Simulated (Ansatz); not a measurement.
# BH3Cl (doublet): wave-function methods side by side at distance B1–H4 along a hydrogen transfer = 1.615 Å, cc-pVDZ

Aim: climb from Hartree-Fock through coupled cluster and multireference methods for BH3Cl (doublet) at one geometry and basis, and see what each rung misses.

Program: Ansatz 0.2.0, Gaussian basis. Level of theory: cc-pVDZ, correlated electrons: outside noble gas. These are calculated values, not measurements.

The runs, in order: UHF; CCSD(T) on ROHF; CCSD(T) on UHF; BCCD(T) on ROHF; CISD; CCSDT(Q) on ROHF; CCSDT(Q) on UHF; CASSCF and MRCISD+Q, 3 electrons in 3 orbitals; CASSCF and NEVPT2, 3 electrons in 3 orbitals; CASSCF and NEVPT2, 13 electrons in 11 orbitals.

### 1 The geometry

The geometry derives from fragments relaxed apart (PBE0/def2-TZVP) and kept rigid, so it is no stationary point. A hydrogen atom is moved between rigid fragments.

5 atoms, charge 0, spin multiplicity 2.

Atoms are counted from 1 here; the program's logs count them from 0.

Bond lengths: B1–H2 1.193 Å, B1–H3 1.193 Å. Angles: H2–B1–H3 120.0°.

In the tables R marks a restricted open-shell determinant and U an unrestricted one; 'pair' is the active space of 3 electrons in 3 orbitals; 'valence' is the active space of 13 electrons in 11 orbitals; correlation energies count from the lowest restricted Hartree-Fock solution.

### 2 UHF

Input file in.yaml:

```yaml
crystal:
  periodic: [false, false, false]
  atoms:
    - {symbol: B, position_ang: [-2.369381, 0.000000, 0.000000]}
    - {symbol: H, position_ang: [-2.966114, 1.033571, 0.000000]}
    - {symbol: H, position_ang: [-2.966114, -1.033571, 0.000000]}
    - {symbol: H, position_ang: [-0.754381, 0.000000, 0.000000]}
    - {symbol: Cl, position_ang: [0.912619, 0.000000, 0.000000]}
basis:
  gaussian: {orbitals: cc-pVDZ}
magnetization: {spin_polarized: true, initial_magnetization: 1}
hamiltonian: {xc: hf}
output: {orbitals: {seedname: orbitals}}
```

The run is started by

```sh
> ansatz run in.yaml --threads 1 --pin off --events-out ev --progress --plain --max-ram 2393MiB
```

After this run come: CCSD(T) on ROHF; CCSD(T) on UHF; BCCD(T) on ROHF; CISD; CCSDT(Q) on ROHF; CCSDT(Q) on UHF; CASSCF and MRCISD+Q, 3 electrons in 3 orbitals; CASSCF and NEVPT2, 3 electrons in 3 orbitals; CASSCF and NEVPT2, 13 electrons in 11 orbitals.

**Question.** What will the summary of the whole plan be? Wanted: correlation energy, UCCSDT(Q); RMP2 from UCCSDT(Q); UMP2 from UCCSDT(Q); RCCSD from UCCSDT(Q); RCCSD(T) from UCCSDT(Q); UCCSD(T) from UCCSDT(Q); RCCSDT(Q) from UCCSDT(Q); NEVPT2 pair from UCCSDT(Q); MRCISD+Q pair from UCCSDT(Q).

**Answer**, as computed:

```
                         quantity                                                                  value
    correlation energy, UCCSDT(Q)                                                             -7.4544 eV
              RMP2 from UCCSDT(Q)                                                        +26.30 kcal/mol
              UMP2 from UCCSDT(Q)                                                        +28.52 kcal/mol
             RCCSD from UCCSDT(Q)                                                         +4.04 kcal/mol
          RCCSD(T) from UCCSDT(Q)                                                         +0.77 kcal/mol
          UCCSD(T) from UCCSDT(Q)                                                         +0.81 kcal/mol
         RCCSDT(Q) from UCCSDT(Q)                                                          0.00 kcal/mol
       NEVPT2 pair from UCCSDT(Q)                                                        +25.14 kcal/mol
     MRCISD+Q pair from UCCSDT(Q)                                                         +0.94 kcal/mol
    NEVPT2 valence from UCCSDT(Q)                                                        +30.58 kcal/mol
levels within 1 kcal/mol (43 meV)  RCCSD(T), UCCSD(T), BCCD(T), RCCSDT, UCCSDT, RCCSDT(Q), MRCISD+Q pair
                    T1 diagnostic                                                                  0.020
   effectively unpaired electrons                                                                   1.02
```

**Reading.** RCCSD(T) lands +0.77 kcal/mol from the yardstick (0.4 % of the correlation energy). One determinant dominates. Of the multireference levels listed MRCISD+Q pair comes nearest (+0.94 kcal/mol). These misses are within one basis and frozen core, not against nature; frozen cores of the runs differ by up to some meV.
